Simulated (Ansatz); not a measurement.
A nudged elastic band was laid between two geometries of CH5SSi (8 atoms, charge 1, multiplicity 1).

These are results of RHF/def2-TZVP (Ansatz 0.2.0), not measurements.

```
movable images  : 7
climbing image  : yes
spring          : 5.0 eV/Å²
optimiser       : quadratic models (default)
start path      : IDPP
force threshold : 0.05 eV/Å
iteration limit : 60
end points      : relaxed
```

First end point:

```xyz
8
Properties=species:S:1:pos:R:3
Si -0.825 0.950 -0.933
C 0.128 0.290 0.327
S 0.560 -1.377 0.327
H -1.291 0.114 -2.033
H -1.182 2.362 -0.918
H 0.488 0.875 1.152
H 1.879 -1.395 0.532
H 0.243 -1.819 1.547
```

Last end point:

```xyz
8
Properties=species:S:1:pos:R:3
Si -0.754 0.842 -0.817
C 0.228 0.462 0.528
S 0.926 -1.058 0.984
H -1.124 -0.178 -1.794
H -1.238 2.201 -1.010
H 0.502 1.215 1.243
H -0.068 -1.948 0.972
H 1.529 -1.537 -0.105
```

Task: Which bonds break or form, and what moves?

Result: No bond is made or broken. The dihedral Si1–C2–S3–H8 goes from -130 to 50°.

Task: What energy profile does the band end with?

Result: It converged. The highest image is number 4 of 0 to 8, 0.33 eV above the first end and 0.16 eV above the last; the last end lies 0.17 eV above the first. A vibrational analysis at the climbing image gives one clearly imaginary mode, 275i cm⁻¹: a first-order saddle point. Limits of this set-up: the dipole of an ion depends on the origin.

```
image  path coordinate (Å)  energy (eV)  dihedral Si1–C2–S3–H8 (°)
    0                 0.00         0.00                       -130
    1                 0.48         0.05                       -111
    2                 0.95         0.17                        -92
    3                 1.43         0.29                        -74
    4                 1.90         0.33                        -55
    5                 2.50         0.28                        -31
    6                 3.09         0.20                         -5
    7                 3.68         0.17                         22
    8                 4.28         0.17                         50
```

Task: What is the geometry of the highest image?

Result: 
```xyz
8
Properties=species:S:1:pos:R:3
Si -1.215 0.815 -0.387
C 0.380 0.384 0.021
S 1.155 -1.179 -0.173
H -2.177 -0.182 -0.850
H -1.643 2.198 -0.239
H 1.085 1.127 0.348
H 2.066 -1.141 0.801
H 0.349 -2.021 0.479
```

Task: What are the harmonic wavenumbers there?

Result: 275i, 230, 380, 581, 671, 723, 751, 954, 983, 1010, 1102, 1298, 1368, 2413, 2453, 2792, 2812, 3331 cm⁻¹.

The run took 53 s on 2 threads of Intel(R) Xeon(R) Platinum 8488C (Sapphire Rapids), with other jobs on the host, peak memory 0.29 GiB.
